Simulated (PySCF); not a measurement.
Molecule: `InChI=1S/C3H4/c1-3-2/h1H,2H3`.

Molfile (atoms numbered from 1):
```
C3H4
     RDKit          3D

  7  6  0  0  0  0  0  0  0  0999 V2000
    1.7018   -0.0879   -0.0300 C   0  0  0  0  0  0  0  0  0  0  0  0
    0.4980   -0.0258    0.0821 C   0  0  0  0  0  0  0  0  0  0  0  0
   -0.9469    0.0489    0.2167 C   0  0  0  0  0  0  0  0  0  0  0  0
    2.7696   -0.1428   -0.1294 H   0  0  0  0  0  0  0  0  0  0  0  0
   -1.4143    0.3953   -0.7182 H   0  0  0  0  0  0  0  0  0  0  0  0
   -1.3733   -0.9364    0.4616 H   0  0  0  0  0  0  0  0  0  0  0  0
   -1.2344    0.7487    1.0167 H   0  0  0  0  0  0  0  0  0  0  0  0
  1  2  3  0
  2  3  1  0
  1  4  1  0
  3  5  1  0
  3  6  1  0
  3  7  1  0
M  END
```

Spin–spin couplings on one PBE0-D3(BJ)/def2-SVP geometry, PySCF, gas phase, non-relativistic, equivalent pairs averaged; isotopes $^{13}$C, $^{1}$H; basis pcJ-1.

Reference values (Hz): $^{1}J$(C3,C2) = 67.4 (measured; Jessen and Sauer, arXiv:2312.00705); $^{1}J$(C2,C1) = 175.0 (measured; Jessen and Sauer, arXiv:2312.00705); $^{2}J$(C3,C1) = 11.8 (measured; Jessen and Sauer, arXiv:2312.00705); $^{1}J$(C3,H5) = 131.6 (measured; Jessen and Sauer, arXiv:2312.00705); $^{1}J$(C1,H4) = 248.1 (measured; Jessen and Sauer, arXiv:2312.00705).

Question: How do the couplings (Hz) change with the functional? Times are CPU seconds on shared hosts with different chips, so compare them loosely.

Answer: 
| functional | functions | $^{1}J$(C3,C2) | $^{1}J$(C2,C1) | $^{2}J$(C3,C1) | $^{1}J$(C3,H5) | $^{1}J$(C1,H4) | mean abs. error | core-s |
| --- | --- | --- | --- | --- | --- | --- | --- | --- |
| LDA | 121 | 56.1 | 187.0 | 12.2 | 104.1 | 217.3 | 16.4 | 4 |
| PBE | 121 | 68.6 | 200.8 | 13.3 | 125.9 | 251.8 | 7.6 | 6 |
| KT2 | 121 | 56.9 | 184.8 | 11.1 | 133.3 | 277.7 | 10.5 | 6.1 |
| B3LYP | 121 | 77.7 | 213.5 | 13.4 | 138.1 | 272.7 | 16.3 | 4 |
| PBE0 | 121 | 74.8 | 208.0 | 12.5 | 130.5 | 258.2 | 10.5 | 5.6 |
| B97-2 | 121 | 74.4 | 206.2 | 12.6 | 124.4 | 248.3 | 9.3 | 5.5 |
| BHandHLYP | 121 | 89.1 | 230.6 | 11.5 | 149.5 | 290.0 | 27.5 | 7 |
| CAM-B3LYP | 121 | 76.7 | 212.6 | 13.8 | 135.7 | 268.0 | 14.6 | 7.3 |

Errors compare magnitudes, without vibrational corrections, and the largest couplings weigh most in the mean. Closest: PBE; furthest: BHandHLYP. Left out for a near triplet instability: HF/pcJ-1.
